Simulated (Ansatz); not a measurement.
Ansatz (a quantum-chemistry and plane-wave program) input (CCSD(T)/cc-pVDZ):

Ansatz 0.2 input:
```yaml
crystal:
  periodic: [false, false, false]
  atoms:
    - {symbol: C, position_ang: [0.72403310, 1.79239507, -0.03031994]}
    - {symbol: C, position_ang: [0.76031785, 0.28052987, -0.04737150]}
    - {symbol: C, position_ang: [-0.63355368, -0.28316512, -0.01353096]}
    - {symbol: C, position_ang: [-0.67602212, -1.81383621, -0.02190892]}
    - {symbol: H, position_ang: [1.72840622, 2.22793654, 0.06033451]}
    - {symbol: H, position_ang: [-1.70143998, -2.20864986, 0.01923879]}
    - {symbol: H, position_ang: [0.10939338, 2.26461132, 0.79621000]}
    - {symbol: H, position_ang: [0.29292530, 2.20418998, -0.95768097]}
    - {symbol: H, position_ang: [-0.13284901, -2.21272884, 0.84234972]}
    - {symbol: H, position_ang: [-0.17751014, -2.19660174, -0.91756637]}
    - {symbol: H, position_ang: [1.29730464, -0.06782599, 0.85466338]}
    - {symbol: H, position_ang: [-1.20160135, 0.07901021, -0.88680250]}
    - {symbol: H, position_ang: [-1.26328001, 0.05451668, 0.86804152]}
basis:
  gaussian:
    orbitals: cc-pVDZ
total_charge: -1
magnetization: {spin_polarized: false}
correlation: {method: ccsd_t, electrons: outside_noble_gas}
```

End of the output:

```
integrals: 0.12 GiB planned
913 factors; integrals over basis functions are off by at most 1.1e-3 eV
mean field: 0.28 GiB planned
mean field evaluation 1: about -4258.9405 eV, gradient 2.6e1 eV
mean field evaluation 2: about -4259.1052 eV, gradient 2.6e1 eV
mean field evaluation 4: about -4261.3211 eV, gradient 3.9e0 eV
mean field evaluation 8: about -4261.3691 eV, gradient 1.8e-1 eV
mean field evaluation 16: about -4260.9120 eV, gradient 9.0e0 eV
mean field -4261.36932078 eV, -156.6024340787 hartree, gradient 1.1e-6 eV, S^2 0.000000; 0 other end points of the search recorded, 0 dependent functions left out
4 core orbitals not correlated
reference -4261.36932078 eV, -156.6024340787 hartree; 13, 13 occupied and 84, 84 virtual orbitals, 913 factors
second order -16.28867570 eV of doubles, -0.00000000 eV of singles
coupled cluster: 0.44 GiB planned
cycle   1  -17.33484816 eV  change    -1.0e0 eV  update   8.5e-2
cycle   2  -17.79634443 eV  change   -4.6e-1 eV  update   2.5e-2
cycle   3  -17.86729171 eV  change   -7.1e-2 eV  update   1.2e-2
cycle   4  -17.86873268 eV  change   -1.4e-3 eV  update   4.3e-3
cycle   5  -17.86876170 eV  change   -2.9e-5 eV  update   2.7e-3
cycle   6  -17.86853067 eV  change    2.3e-4 eV  update   1.2e-3
cycle   7  -17.86810046 eV  change    4.3e-4 eV  update   4.8e-4
cycle   8  -17.86806773 eV  change    3.3e-5 eV  update   1.8e-4
cycle   9  -17.86809946 eV  change   -3.2e-5 eV  update   6.8e-5
cycle  10  -17.86807457 eV  change    2.5e-5 eV  update   3.0e-5
perturbative correction -0.54300339 eV, -0.0199550064 hartree
Total energy: -4279.78039873 eV, -157.2790287141 hartree
```

It need not be the lowest isomer of its formula. Whether it binds its extra electron was not tested at this geometry.
